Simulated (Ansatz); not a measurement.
# CH₃B+ (quartet): wave-function methods side by side, def2-TZVPP

An exercise on one series of results from a longer session: the logs are not shown, and one member is left open.

Computed with Ansatz 0.2.0, Gaussian basis. Level: def2-TZVPP, core rule «outside noble gas», up to 2 orbitals frozen.

Plan: UHF; ROHF; CCSD(T) on UHF.

2 further runs of the same task are left out: 2 set aside as unsound or not needed.

## What is computed

The geometry is a PBE0/def2-TZVP stationary point (not a proven minimum) of the parent state, kept for this charge and spin.

5 atoms, charge 1, spin multiplicity 4.

Atoms are counted from 1 here; the program's logs count them from 0.

Bond lengths: B1–C2 1.511 Å, B1–H3 1.194 Å, C2–H4 1.092 Å, C2–H5 1.087 Å. Angles: C2–B1–H3 128.3°, B1–C2–H4 123.5°, B1–C2–H5 123.0°, H4–C2–H5 113.6°.

Set-up of the first run:

in.yaml

```yaml
crystal:
  periodic: [false, false, false]
  atoms:
    - {symbol: B, position_ang: [0.000000, -0.166725, 0.821814]}
    - {symbol: C, position_ang: [0.000000, 0.069000, -0.670687]}
    - {symbol: H, position_ang: [0.000000, 0.643783, 1.698084]}
    - {symbol: H, position_ang: [0.000000, 1.062299, -1.123373]}
    - {symbol: H, position_ang: [0.000000, -0.740028, -1.397397]}
basis:
  gaussian: {orbitals: def2-TZVPP}
total_charge: 1
magnetization: {spin_polarized: true, initial_magnetization: 3}
hamiltonian: {xc: hf}
output: {orbitals: {seedname: orbitals}}
```

On the command line:

```
$ ansatz run in.yaml --threads 1 --pin off --events-out ev --progress --plain --max-ram 4096MiB --backend cpu
```

Steps of the session up to this table: UHF; ROHF; CCSD(T) on UHF.

One table of the session follows, with a row left open; its other results are not shown here.

| method | from UCCSD(T) (meV) |
| --- | --- |
| ROHF | +6455.2 |
| UHF | +6287.5 |
| UMP2 | ? |
| UCCSD | +236.9 |
| UCCSD(T) | 0 |

Estimate the missing values for UMP2.

**Answer.** from UCCSD(T) (meV): +1072.7. In the column «from UCCSD(T) (meV)» it lies between UCCSD (+236.9) and UHF (+6287.5).
